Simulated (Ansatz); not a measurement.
# AlH2S: ladder of basis sets

How does the energy of AlH2S converge with the basis? A script is to give a ladder of basis sets; the system is AlH2S. SMILES: [AlH][SH].

All numbers are computed with Ansatz 0.2.0, driven from Python. The levels of theory stand in the script.

### Step 1. The structure

Bond lengths: Al1–S2 2.283 Å, Al1–H3 1.600 Å, S2–H4 1.350 Å. Angles: Al1–S2–H4 95.7°, S2–Al1–H3 119.4°.

No structure file is read: the coordinates are typed or built in the script.

### Step 2. The code

Input file basis_alh2s.py:

```python
"""Basis-set convergence for AlH2S."""

from dataclasses import dataclass

import ansatz
from ase import Atoms


@dataclass(frozen=True)
class Options:
    level: str = "ccsd_t"


cfg = Options()

atoms = Atoms(["Al", "S", "H", "H"], positions=[
    (0.045, -1.0787, -0.2818),
    (0.952, 1.0117, -0.1353),
    (-0.7904, -1.6602, 0.9524),
    (-0.151, 1.6669, -0.5556),
])
system = ansatz.Crystal.molecule_from_ase(atoms)

calculation = (
    system.calculation()
    .correlation(cfg.level)
    .spin("collinear", total=1)
)

energies = {}
for basis in ["cc-pVDZ", "cc-pVTZ"]:
    data = calculation.basis(gaussian=basis).run(threads=1, backend="cpu").report
    size = data["n_frozen"] + data["n_occupied"][0] + data["n_virtual"][0]
    energies[basis] = (data["reference_energy_ev"] / 27.211386246, data["free_energy_ev"] / 27.211386246)
    print(f"{basis:14s} {size:4d} orbitals  reference {energies[basis][0]:14.6f} Ha  total {energies[basis][1]:14.6f} Ha")

# correlation energy at the basis limit from E(X) = E + A / X^3
small, large = (energies[b][1] - energies[b][0] for b in ("cc-pVDZ", "cc-pVTZ"))
limit = (3 ** 3 * large - 2 ** 3 * small) / (3 ** 3 - 2 ** 3)
print(f"correlation energy: {small:.6f} and {large:.6f} Ha, extrapolated {limit:.6f} Ha")
print(f"share caught by the larger set: {100 * large / limit:.1f} %")
```

### Step 3. The input behind the calls

The package turns the script's settings into the engine's input (first run):

```yaml
crystal:
  periodic: [false, false, false]
  atoms:
    - { symbol: Al, position_ang: [0.045, -1.0787, -0.2818] }
    - { symbol: S, position_ang: [0.952, 1.0117, -0.1353] }
    - { symbol: H, position_ang: [-0.7904, -1.6602, 0.9524] }
    - { symbol: H, position_ang: [-0.151, 1.6669, -0.5556] }
basis:
  gaussian:
    orbitals: cc-pVDZ
magnetization:
  spin_polarized: true
  initial_magnetization: 1.0
correlation:
  method: ccsd_t
```

### Step 4. The run

The run is started by

```
python basis_alh2s.py
```

Log:

```text
cc-pVDZ          46 orbitals  reference    -640.612208 Ha  total    -640.828521 Ha
cc-pVTZ          96 orbitals  reference    -640.639914 Ha  total    -640.917984 Ha
correlation energy: -0.216313 and -0.278071 Ha, extrapolated -0.304074 Ha
share caught by the larger set: 91.4 %
```

It took 21 s on 1 thread of Arm Neoverse N1, shared host; peak memory 0.55 GiB.

### Step 5. Inputs of later runs

The engine's inputs for the other runs:

Run 2, against run 1:

```diff
@@ -10 +10 @@
-    orbitals: cc-pVDZ
+    orbitals: cc-pVTZ
```

### Step 6. What each run gave

From the records of these 2 runs:

```tsv
run	basis	energy (eV)	<S²>	iterations in all	CPU time (s)
1	cc-pVDZ	-17437.8324	0.76	87	2.9
2	cc-pVTZ	-17440.2668	0.76	99	17
```

Correlation energies (total less mean field):

```tsv
basis	correlation (eV)	share of the last	miss against the last (eV)	CPU time (s)
cc-pVDZ	-5.886	77.8 %	+1.681	2.9
cc-pVTZ	-7.567	100.0 %	+0.000	17
```

### Step 7. Results

| quantity | value |
| --- | --- |
| extrapolated correlation energy | -0.304074 Ha |
| runs compared | 2 |
| correlation energy, last run | -7.567 eV |

Against cc-pVDZ: cc-pVTZ -89.5 mHa. The last step alone is -89.46 mHa. From the first set to the last the time grows from 2.9 to 17.1 s. What to keep in mind:
- The drop along the ladder measures the basis error, and is no property of the molecule.
- The geometry is a force-field or estimated start, not a minimum of this method, and the last set is no limit. Much of the fall in a total is atomic energy, which cancels in bond and reaction energies.
- The species is open-shell (spin multiplicity 2).
- Inner cores stay frozen, so this is valence correlation.
- For Al to Cl the sets with a tight d function, cc-pV(X+d)Z, are usual.
- An extrapolation from small basis sets is rough.
